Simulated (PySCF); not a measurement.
## Static response to an electric field

C3H8O.
SMILES with atom numbers: `[CH3:1][CH2:2][CH2:3][OH:4]` (hydrogens: H5, H6, H7 on C1; H8, H9 on C2; H10, H11 on C3; H12 on O4)

Geometry (PBE0-D3(BJ)/def2-SVP, Å), atoms numbered from 1 in this order:
```
atom  x, y, z in Å
C1    -1.4932    0.0826    0.2654
C2    -0.1863    0.0883   -0.5100
C3     1.0163   -0.2834    0.3429
O4     2.2142   -0.3438   -0.3827
H5    -1.7103   -0.9174    0.6753
H6    -1.4626    0.7857    1.1136
H7    -2.3435    0.3693   -0.3708
H8    -0.2353   -0.6125   -1.3602
H9    -0.0163    1.0896   -0.9479
H10    1.0898    0.4157    1.2029
H11    0.8654   -1.2865    0.7757
H12    2.3773    0.5297   -0.7531
```

Level: B3LYP/def2-SVPD (PySCF), static field, nuclei fixed, core orbitals frozen in the response. The polarisability tensor in these axes (au):

```
x   50.34 -0.33 -1.88
y   -0.33 41.71 -0.82
z   -1.88 -0.82 44.00
```

Problem. Give the principal values, the mean and the anisotropy Δα = √{½[(α1 − α2)² + (α2 − α3)² + (α1 − α3)²]}.

Solution. Principal values 41.34, 43.85 and 50.86 au; mean 45.35 au = 6.72 Å³ = 7.48 × 10⁻⁴⁰ C²·m²/J; Δα = 8.54 au (19 % of the mean).

Problem. What is the dipole moment, and where does it point?

Solution. (-1.15, 1.33, 0.07) D, 1.75 D in size, pointing from the negative to the positive side. Measured along this direction, the outermost atoms are O4 at the negative end and H7 at the positive end.

Problem. Sum over states: ᾱ = Σ f/ω², ω in Eh. What share falls to these 10 lowest TDDFT singlets (eV, f)? 6.75, 0.0065; 7.43, 0.0069; 8.00, 0.0238; 8.14, 0.0113; 8.33, 0.0412; 8.61, 0.0194; 8.85, 0.0090; 8.90, 0.0073; 9.19, 0.0070; 9.25, 0.0755.

Solution. They add up to 2.10 au, 4.6 % of the 45.35 au; the largest single term is 0.65 au, from the state at 9.25 eV. Terms in order: 0.11, 0.09, 0.28, 0.13, 0.44, 0.19, 0.09, 0.07, 0.06, 0.65 au. Higher excitations give the rest. The strengths listed sum to 0.208.

Problem. What depolarisation ratio follows for Rayleigh scattering of linearly polarised light, taking the static tensor?

Solution. ρ = 3Δα²/(45ᾱ² + 4Δα²) = 219.0/(92546 + 291.9) = 0.00236.

Problem. Find the Langevin capture rate constant for O2+ (31.990 u) meeting this molecule (60.058 u), k = 2.342 × 10⁻⁹ cm³/s × √(α in Å³ / reduced mass in u).

Solution. The reduced mass is 20.87 u, so k = 1.33 × 10⁻⁹ cm³/s. The formula leaves out the permanent dipole, which adds to the capture rate.

Problem. What molar refraction does this α imply?

Solution. Lorentz–Lorenz: R = (4π/3)N_A α = 2.5225 cm³/(mol·Å³) × 6.72 Å³ = 17.0 cm³/mol, in the limit of long wavelengths.

Isolated species at its PBE0-D3(BJ)/def2-SVP geometry (one conformer only).
